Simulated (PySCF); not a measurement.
# AlHF (SMILES [F][AlH]) at 4 levels

Wanted: a comparison of 4 runs (UB2PLYP/STO-3G, UPBE/STO-3G, UCCSD(T)/STO-3G, FCI/STO-3G) of AlHF. Input form: a Python script.

The results are computed with PySCF 2.14.0.

9 further runs of the same task are left out: 9 set aside as unsound or not needed.

## (1) Starting point

AlHF has 3 atoms, charge 0, and is taken as a doublet. As SMILES, `[F][AlH]`. The Al2–H3 distance was set to 1.929 Å, away from the relaxed value.

Bond lengths: F1–Al2 1.656 Å.

## (2) The energy at UB2PLYP/STO-3G (run 1)

The input, job.py:

```python
from pyscf import gto, dft, mp

mol = gto.M(
    atom='''
F      1.734162     2.290327     1.182130
Al    -0.797315     1.203357    -0.301494
H     -0.917273    -2.411480    -0.754568
''',
    max_memory=1860,
    unit='bohr',
    basis='sto-3g',
    verbose=4,
    spin=1,
)

ks = dft.UKS(mol, xc='0.53*HF + 0.47*B88, 0.73*LYP')
ks.conv_tol = 1e-10
ks.grids.level = 5
ks.kernel()
if not ks.converged:
    ks = ks.newton().run(ks.mo_coeff, ks.mo_occ)

pt = mp.MP2(ks, frozen=6).run()
etot = ks.e_tot + 0.27 * pt.e_corr
print('PT2 part  %.8f' % (0.27 * pt.e_corr))
print('Final energy', etot)
```

The run is started by

```
OMP_NUM_THREADS=1 python job.py
```

What it wrote:

```text
PySCF version 2.14.0

[... 54 lines left out ...]
WARN: HOMO -0.112613746700344 >= LUMO -0.112613746700345
[... 46 lines left out ...]
converged SCF energy = -338.151385283639  <S^2> = 0.7787927  2S+1 = 2.0285884
[... 1 line left out ...]
******** <class 'pyscf.mp.ump2.UMP2'> ********
nocc = (np.int64(6), np.int64(5)), nmo = (9, 9)
frozen orbitals 6
E(UMP2) = -338.220743118088  E_corr = -0.0693578344494884
E(SCS-UMP2) = -338.222857800826  E_corr = -0.0714725171872702
E_corr(same-spin) = -0.0135656355601338
E_corr(oppo-spin) = -0.0557921988893546
PT2 part  -0.01872662
Final energy -338.1701118989404
```

Run time: 4.5 s. Hardware: 1 thread of Arm Neoverse N1, shared host; peak memory 0.18 GiB.

## (3) The energy at UPBE/STO-3G (run 2)

The input, geometry.xyz:

```xyz
3
AlFH
F      0.917679     1.211989     0.625556
Al    -0.421921     0.636789    -0.159544
H     -0.485400    -1.276100    -0.399300
```

The input, input.py:

```python
from pyscf import gto, dft

molecule = gto.Mole()
molecule.atom = 'geometry.xyz'
molecule.charge = 0
molecule.verbose = 4
molecule.basis = 'sto-3g'
molecule.spin = 1
molecule.max_memory = 1860
molecule.build()

mf = dft.UKS(molecule)
mf.xc = 'pbe'
mf.conv_tol = 1e-10
mf.grids.level = 5
mf.kernel()
if not mf.converged:
    mf = mf.newton().run(mf.mo_coeff, mf.mo_occ)

e_final = mf.e_tot
print('E = %.10f Eh' % e_final)
```

The run is started by

```
OMP_NUM_THREADS=1 python input.py
```

What it wrote:

```text
PySCF version 2.14.0

[... 96 lines left out ...]
converged SCF energy = -338.168967077069  <S^2> = 0.75588437  2S+1 = 2.0058757
E = -338.1689670771 Eh
```

Wall time 4.2 s (1 thread of Arm Neoverse N1, shared host); peak memory 0.18 GiB.

Run 3 isn't shown in full; the table further down has it.

## (4) A single-point energy at FCI/STO-3G (run 4)

The input, job.py:

```python
from pyscf import gto, scf, mcscf

mol = gto.Mole()
mol.atom = '''
F        0.917679       1.211989       0.625556
Al      -0.421921       0.636789      -0.159544
H       -0.485400      -1.276100      -0.399300
'''
mol.verbose = 4
mol.charge = 0
mol.spin = 1
mol.basis = 'sto-3g'
mol.max_memory = 1860
mol.build()

myscf = scf.ROHF(mol)
myscf.conv_tol = 1e-10
myscf.kernel()
if not myscf.converged:
    myscf = myscf.newton().run(myscf.mo_coeff, myscf.mo_occ)

cas = mcscf.CASCI(myscf, myscf.mo_coeff.shape[-1] - 6, (mol.nelec[0] - 6, mol.nelec[1] - 6))  # full CI above the frozen core
cas.fix_spin_(ss=0.75)
cas.kernel()
e_tot = cas.e_tot
print('E(%s) = %.9f' % ('FCI', e_tot))
```

The run is started by

```
OMP_NUM_THREADS=1 python job.py
```

What it wrote:

```text
PySCF version 2.14.0

[... 61 lines left out ...]
converged SCF energy = -337.54093745464
[... 1 line left out ...]
******** <class 'pyscf.mcscf.casci.CASCI'> ********
CAS (6e+5e, 9o), ncore = 6, nvir = 0
natorb = False
canonicalization = True
sorting_mo_energy = False
******** <class 'pyscf.fci.addons.SpinPenaltyFCISolver'> ********
max. cycles = 200
conv_tol = 1e-08
davidson only = True
linear dependence = 1e-12
level shift = 0.001
max iter space = 12
nroots = 1
pspace_size = 400
spin = None
Density matrix diagonal elements [1.99763061 1.9699322  1.98613743 1.97811164 1.92281816 1.0139146
 0.03579994 0.06666867 0.02898675]
CASCI converged
CASCI E = -337.613674251130  E(CI) = -34.4690363288439  S^2 = 0.7500000
E(FCI) = -337.613674251
```

It took 1.3 s on 1 thread of Arm Neoverse N1, shared host; peak memory 0.12 GiB.

## (5) The series

```
run            level  frozen core orbitals  integration grid  energy (Eh)  dipole moment (D) of the reference  HOMO energy (eV)  LUMO energy (eV)  wall time
  1   UB2PLYP/STO-3G                     6                 5  -338.170112                                1.80             -2.86              3.91      4.5 s
  2      UPBE/STO-3G                     –                 5  -338.168967                                1.55             -0.16              1.41      4.2 s
  3  UCCSD(T)/STO-3G                     6                 –  -337.613067                                2.04             -5.11              6.94      1.2 s
  4       FCI/STO-3G                     6                 –  -337.613674                                2.38                 –                 –      1.3 s
```

## (6) Results

```
                                          quantity          value
                               run 4: total energy  -337.61367 Eh
       run 4: dipole moment (Hartree–Fock density)         2.38 D
run 4: correlation energy (6 core orbitals frozen)      -72.7 mEh
```

What this shows: Against full CI in this basis: UCCSD(T) +0.6 mEh. Totals of different functionals can't be ranked against each other. In runs 1, 2, 3, 4 the basis is minimal, so the values are rough. All runs together took 11 s, the longest 4.5 s.
